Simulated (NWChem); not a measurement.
**One shape, several levels: HF (hydrogen fluoride)**

Wanted: a comparison of 6 runs (HF/def2-SVP, HF/pcseg-2, B3LYP/6-31G*, r2SCAN/def2-SVP, CAM-B3LYP/cc-pVTZ, wB97X/cc-pVTZ) of HF (hydrogen fluoride). 

Program for the calculation: NWChem 7.3.0.

1 further run of the same task is left out (set aside as unsound or not needed).

## 1. Starting point

HF: 2 atoms, total charge 0, spin state singlet. SMILES: `F`. Geometry: relaxed at PBE0-D4/def2-TZVP.

Bond lengths: F1–H2 0.920 Å.

## 2. Energy and forces at HF/def2-SVP (run 1)

Input file fh.xyz:

```xyz
2

F     -0.390000     0.144600    -0.196400
H      0.390000    -0.144600     0.196400
```

Input file fh.nw:

```
start fh
memory total 2200 mb

geometry units angstrom noautosym nocenter noautoz
  load fh.xyz
end

basis "ao basis" spherical bse
  * library def2-SVP
end

scf
  thresh 1e-08
  maxiter 80
  print medium
end

task scf gradient
```

Started as:

```
nwchem fh.nw > fh.out
```

What it wrote:

```text
[...]
  functions       =    19
[...]
  wavefunction    = RHF
[...]
         Total SCF energy =    -99.932363848692
      One-electron energy =   -150.531732992739
      Two-electron energy =     45.422416458016
 Nuclear repulsion energy =      5.176952686031
        Time for solution =      0.2s
[...]
                         RHF ENERGY GRADIENTS
    atom               coordinates                        gradient
                 x          y          z           x          y          z
   1 F      -0.736993   0.273254  -0.371142   -0.021161   0.007846  -0.010657
   2 H       0.736993  -0.273254   0.371142    0.021161  -0.007846   0.010657
[...]
```

Wall time 0.81 s (1 thread of Intel Xeon Platinum 8375C at 2.90GHz (Ice Lake), shared host); peak memory 0.099 GiB.

## 3. Energy and gradient at HF/pcseg-2 (run 2)

Input file run.nw:

```
start run
memory stack 880 mb heap 220 mb global 1100 mb

geometry units angstrom noautosym nocenter noautoz
F    -0.390000    0.144600   -0.196400
H     0.390000   -0.144600    0.196400
end

basis spherical bse
* library pcseg-2
end

scf
thresh 1e-08
maxiter 80
print medium
end

task scf gradient
```

Started as:

```
nwchem run.nw > run.out
```

What it wrote:

```text
[...]
  functions       =    44
[...]
  wavefunction    = RHF
[...]
         Total SCF energy =   -100.060671585707
      One-electron energy =   -150.574188679153
      Two-electron energy =     45.336564407415
 Nuclear repulsion energy =      5.176952686031
        Time for solution =      1.3s
[...]
                         RHF ENERGY GRADIENTS
    atom               coordinates                        gradient
                 x          y          z           x          y          z
   1 F      -0.736993   0.273254  -0.371142   -0.024409   0.009050  -0.012292
   2 H       0.736993  -0.273254   0.371142    0.024409  -0.009050   0.012292
[...]
```

It took 2.2 s on 1 thread of Intel Xeon Platinum 8375C at 2.90GHz (Ice Lake), shared host; peak memory 0.1 GiB.

Run 3 isn't shown in full; the table further down has it.

## 4. Energy and forces at r2SCAN/def2-SVP (run 4)

Input file run.py:

```python
from ase import Atoms
from ase.calculators.nwchem import NWChem

atoms = Atoms('FH', positions=[
    [-0.390000, 0.144600, -0.196400],
    [0.390000, -0.144600, 0.196400],
])

calc = NWChem(
    label='test',
    theory='dft',
    memory='2200 mb',
    basis='def2-SVP',
    basispar='spherical bse',
    dft={'xc': 'r2scan', 'mult': '1', 'grid': 'xfine', 'convergence': 'energy 1e-08', 'iterations': '100', 'mulliken': None},
)
atoms.calc = calc

forces = atoms.get_forces()
e = atoms.get_potential_energy()
print(f"E = {e:.6f} eV")
print("forces (eV/A):")
for s, f in zip(atoms.symbols, forces):
    print(f"{s:2s} {f[0]:10.5f} {f[1]:10.5f} {f[2]:10.5f}")
print("dipole (e A):", atoms.get_dipole_moment().round(4))
```

Started as:

```
export ASE_NWCHEM_COMMAND="nwchem PREFIX.nwi > PREFIX.nwo"
python run.py
```

What it wrote:

```text
E = -2729.560009 eV
forces (eV/A):
F    -0.16080    0.05960   -0.08094
H     0.16080   -0.05960    0.08094
dipole (e A): [ 0.3275 -0.1214  0.1649]
```

The calculator wrote test.nwi:

```
title "test"

permanent_dir test

scratch_dir test

start test

geometry units angstrom nocenter noautosym noautoz
  F  -3.9000000000000001e-01 1.4460000000000001e-01 -1.9639999999999999e-01
  H  3.9000000000000001e-01 -1.4460000000000001e-01 1.9639999999999999e-01
end

memory 2200 mb

basis spherical bse noprint
   * library def2-SVP
end

dft
  xc r2scan
  mult 1
  grid xfine
  convergence energy 1e-08
  iterations 100
  mulliken
end

task dft gradient
```

test.nwo, shortened:

```text
[...]
         Total DFT energy =     -100.309480969972
[...]
  wavefunction    = closed shell
                         DFT ENERGY GRADIENTS
    atom               coordinates                        gradient
                 x          y          z           x          y          z
   1 F      -0.736993   0.273254  -0.371142    0.003127  -0.001159   0.001574
   2 H       0.736993  -0.273254   0.371142   -0.003127   0.001159  -0.001574
[...]
```

Wall time 2.2 s (1 thread of Intel Xeon Platinum 8375C at 2.90GHz (Ice Lake), shared host); peak memory 0.11 GiB.

Run 5 isn't shown in full; the table further down has it.

## 5. Energy and forces at wB97X/cc-pVTZ (run 6)

fh.xyz is that of step 2.

Input file run.py:

```python
from ase.io import read
from ase.calculators.nwchem import NWChem

atoms = read('fh.xyz')

calc = NWChem(
    label='fh',
    theory='dft',
    memory='2200 mb',
    basis='cc-pVTZ',
    basispar='spherical bse',
    dft={'xc': 'wb97x', 'mult': '1', 'grid': 'xfine', 'convergence': 'energy 1e-08', 'iterations': '100', 'mulliken': None},
)
atoms.calc = calc

forces = atoms.get_forces()
print(f"energy = {atoms.get_potential_energy():.6f} eV")
print("forces (eV/A):")
for s, f in zip(atoms.symbols, forces):
    print(f"{s:2s} {f[0]:10.5f} {f[1]:10.5f} {f[2]:10.5f}")
print("dipole (e A):", atoms.get_dipole_moment().round(4))
```

Started as:

```
export ASE_NWCHEM_COMMAND="nwchem PREFIX.nwi > PREFIX.nwo"
python run.py
```

What it wrote:

```text
energy = -2733.612913 eV
forces (eV/A):
F     0.05250   -0.01944    0.02643
H    -0.05250    0.01944   -0.02643
dipole (e A): [ 0.3231 -0.1198  0.1627]
```

The calculator wrote fh.nwi:

```
title "fh"

permanent_dir fh

scratch_dir fh

start fh

geometry units angstrom nocenter noautosym noautoz
  F  -3.9000000000000001e-01 1.4460000000000001e-01 -1.9639999999999999e-01
  H  3.9000000000000001e-01 -1.4460000000000001e-01 1.9639999999999999e-01
end

memory 2200 mb

basis spherical bse noprint
   * library cc-pVTZ
end

dft
  xc wb97x
  mult 1
  grid xfine
  convergence energy 1e-08
  iterations 100
  mulliken
end

task dft gradient
```

fh.nwo, shortened:

```text
[...]
         Total DFT energy =     -100.458422453529
[...]
  wavefunction    = closed shell
[...]
                         DFT ENERGY GRADIENTS
    atom               coordinates                        gradient
                 x          y          z           x          y          z
   1 F      -0.736993   0.273254  -0.371142   -0.001021   0.000378  -0.000514
   2 H       0.736993  -0.273254   0.371142    0.001021  -0.000378   0.000514
[...]
```

Run time: 9 s. Hardware: 1 thread of Intel Xeon Platinum 8375C at 2.90GHz (Ice Lake), shared host; peak memory 0.11 GiB.

## 6. Overview of the runs

```csv
run,level,Cartesian functions,iteration cap,energy (Eh),dipole moment (D),HOMO energy (eV),LUMO energy (eV),wall time
1,HF/def2-SVP,no,80,-99.932364,1.99,-17.26,4.79,0.81 s
2,HF/pcseg-2,no,80,-100.060672,1.98,-17.68,2.63,2.2 s
3,B3LYP/6-31G* (Cartesian functions),yes,100,-100.419969,1.84,-10.27,1.81,1.4 s
4,r2SCAN/def2-SVP,no,100,-100.309481,1.86,-9.16,2.06,2.2 s
5,CAM-B3LYP/cc-pVTZ,no,100,-100.458101,1.85,-13.05,1.81,6 s
6,wB97X/cc-pVTZ,no,100,-100.458422,1.83,-14.06,3.44,9 s
```

## 7. Outcome

```
                       quantity          value
            run 6: total energy  -100.45842 Eh
           run 6: dipole moment         1.83 D
             run 6: HOMO energy      -14.06 eV
             run 6: LUMO energy        3.44 eV
           run 6: HOMO–LUMO gap       17.50 eV
run 6: largest force on an atom     0.062 eV/Å
```

**Reading.** The dipole moment (its size) runs from 1.83 D (wB97X/cc-pVTZ) to 1.99 D (HF/def2-SVP). The two ends differ in method and basis. The HOMO–LUMO gap runs from 11.22 eV (r2SCAN/def2-SVP) to 22.05 eV (HF/def2-SVP). Exact exchange widens orbital gaps. Totals of different functionals can't be ranked against each other. All runs together took 22 s, the longest 9 s.
